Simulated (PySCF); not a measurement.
## How good is the calculation?

Atoms are numbered as in `[Li:1][F:2]`.

Computational details: J couplings at B3LYP/pcJ-1, GIAO PBE0/pcSseg-1 shieldings, PBE0-D3(BJ)/def2-SVP structure, in PySCF 2.14 (in vacuum, one computed conformer, non-relativistic Hamiltonian).

Reference values: CCSD(T)/cc-pCVQZ (gas (isolated, no vibration); M. Glasbrenner, PhD thesis, LMU Munich (RPA NMR shieldings paper, SI)).
| atoms | quantity | reference | computed |
| --- | --- | --- | --- |
| F2 | σ 19F | 375.0 | 306.1 |
| Li1 | σ 7Li | 89.6 | 87.8 |

Reference values: CCSD(T)/aug-cc-pCV[TQ]Z extrapolated (gas (isolated, no vibration); Teale, Lutnaes, Helgaker, Tozer, Gauss, JCP 2013, 138, 024111, as tabulated in M. Glasbrenner, PhD thesis, LMU Munich (SI Table 24)).
```tsv
atoms	quantity	reference	computed
F2	σ 19F	382.5	306.1
Li1	σ 7Li	89.3	87.8
```

Absolute shieldings are compared as such; zero-point and thermal motion, absent here, lowers them by some tenths of a ppm for H, a few ppm for C and up to about 10 ppm for F.

Coupling constants in Hz:
| coupling | reference | computed | source |
| --- | --- | --- | --- |
| 1J(Li1,F2) | 172.3 | 170.7 | measured; Green and Yates, arXiv:1403.0524 (values compiled by Lantto, Vaara, Helgaker 2002) |

Problem. How far are the unscaled 19F shieldings from the references?

Solution. Mean signed difference -72.65 ppm, mean absolute 72.65 ppm over 2 comparisons; the largest is -76.4 ppm at F2 (fluorine bonded to Li).

Problem. How far are the unscaled 7Li shieldings from the references?

Solution. Mean signed difference -1.65 ppm, mean absolute 1.65 ppm over 2 comparisons; the largest is -1.8 ppm at Li1 (lithium bonded to F).

5 of the 20 published NMR values on file for this molecule are compared. The rest: other calculations.
